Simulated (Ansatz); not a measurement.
**SiH2 (triplet): wave-function methods side by side at distance H1–H2 along a hydrogen transfer = 0.975 Å, cc-pVTZ**

How much of the correlation energy of SiH2 (triplet) does each wave-function method recover here?

Program: Ansatz 0.2.0, Gaussian basis. Level of theory: cc-pVTZ, core rule «outside noble gas», up to 5 orbitals frozen. These are calculated values, not measurements.

The runs, in order: UHF; CCSD(T) on ROHF; CCSD(T) on UHF; BCCD(T) on ROHF; CISD; CCSDT(Q) on ROHF; CCSDT(Q) on UHF; CASSCF and MRCISD+Q, 4 electrons in 4 orbitals; CASSCF and NEVPT2, 4 electrons in 4 orbitals; CASSCF and MRCISD+Q, 6 electrons in 6 orbitals; CASSCF and NEVPT2, 6 electrons in 6 orbitals; Full CI.

### Step 1. The system

The geometry derives from fragments relaxed apart (PBE0/def2-TZVP) and kept rigid, so it is no stationary point. A hydrogen atom is moved between rigid fragments.

3 atoms, charge 0, spin multiplicity 3.

Atoms are counted from 1 here; the program's logs count them from 0.

Bond lengths: H2–Si3 1.532 Å.

### Step 2. UHF

File in.yaml:

```yaml
crystal:
  periodic: [false, false, false]
  atoms:
    - {symbol: H, position_ang: [0.000000, 0.000000, -1.160667]}
    - {symbol: H, position_ang: [0.000000, 0.000000, -0.185667]}
    - {symbol: Si, position_ang: [0.000000, 0.000000, 1.346333]}
basis:
  gaussian: {orbitals: cc-pVTZ}
magnetization: {spin_polarized: true, initial_magnetization: 2}
hamiltonian: {xc: hf}
output: {orbitals: {seedname: orbitals}}
```

Started as:

```sh
ansatz run in.yaml --threads 1 --pin off --events-out ev --progress --plain --max-ram 2880MiB --backend cpu
```

Further steps of the session: CCSD(T) on ROHF; CCSD(T) on UHF; BCCD(T) on ROHF; CISD; CCSDT(Q) on ROHF; CCSDT(Q) on UHF; CASSCF and MRCISD+Q, 4 electrons in 4 orbitals; CASSCF and NEVPT2, 4 electrons in 4 orbitals; CASSCF and MRCISD+Q, 6 electrons in 6 orbitals; CASSCF and NEVPT2, 6 electrons in 6 orbitals; Full CI.

Q: Predict the results of all the runs planned. Wanted: FCI below the RHF energy; RMP2 from FCI; UMP2 from FCI; RCCSD from FCI; RCCSD(T) from FCI; UCCSD(T) from FCI; RCCSDT(Q) from FCI; UCCSDT(Q) from FCI; NEVPT2 pair from FCI.

**Answer**, as computed:

| quantity | value |
| --- | --- |
| FCI below the RHF energy | -3.8674 eV |
| RMP2 from FCI | +889.1 meV |
| UMP2 from FCI | +904.2 meV |
| RCCSD from FCI | +175.1 meV |
| RCCSD(T) from FCI | +37.6 meV |
| UCCSD(T) from FCI | +35.8 meV |
| RCCSDT(Q) from FCI | +0.9 meV |
| UCCSDT(Q) from FCI | -0.7 meV |
| NEVPT2 pair from FCI | +807.4 meV |
| MRCISD+Q pair from FCI | -16.5 meV |
| NEVPT2 valence from FCI | +682.3 meV |
| levels within 1 kcal/mol (43 meV) | RCCSD(T), UCCSD(T), BCCD(T), RCCSDT, UCCSDT, RCCSDT(Q), UCCSDT(Q), MRCISD+Q pair, MRCISD+Q valence |
| T1 diagnostic | 0.028 |
| effectively unpaired electrons | 2.10 |

What this shows: RCCSD(T) lands +37.6 meV from the yardstick (1.0 % of the correlation energy). MRCISD+Q pair falls below full CI: the +Q correction isn't variational, and the cores differ from full CI's. One determinant dominates. Of the multireference levels listed MRCISD+Q pair comes nearest in total energy (-16.5 meV), which doesn't show that its space is the better one. These misses are within one basis, not against nature; the frozen cores of restricted and unrestricted runs differ, which can shift their rows.
